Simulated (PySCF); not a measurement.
## Phosphorus: a sound run and one with changed settings

Sound run: P [Ne] 3s2 3p3, P+ [Ne] 3s2 3p2. Computed with PySCF 2.14 in def2-TZVP, with no relativity, point nucleus. In the sound run the correlated levels freeze [Ne]. The sound run starts from symmetry-adapted Hartree-Fock orbitals and uses a fine grid where one is needed.

A second run was set up differently.

```tsv
species	method	sound run (hartree)	changed run (hartree)	converged
P	UHF	-340.70986	-336.86877	yes
P	B3LYP	-341.28059	-337.35851	yes
P	TPSS	-341.28450	-337.37118	yes
P	MP2	-340.79125	-336.86877	yes
P+	UHF	-340.34566	-336.62453	yes
P+	B3LYP	-340.89903	-337.09425	yes
P+	TPSS	-340.89848	-337.10166	yes
P+	MP2	-340.40630	-336.63238	yes
P+	CCSD(T)	-340.42924	-336.63868	yes
```

Ionisation energy of P:

```csv
method,sound run (eV),changed run (eV)
UHF,9.910,6.646
B3LYP,10.383,7.191
TPSS,10.504,7.334
MP2,10.475,6.433
SCS-MP2,10.304,6.390
```

Task: What was changed?
A. too few SCF iterations
B. minimal basis
C. radial grid too coarse
D. a valence shell is frozen

Result: B. It used basis STO-3G. A minimal basis cannot let orbitals breathe on ionisation and holds almost no correlation.
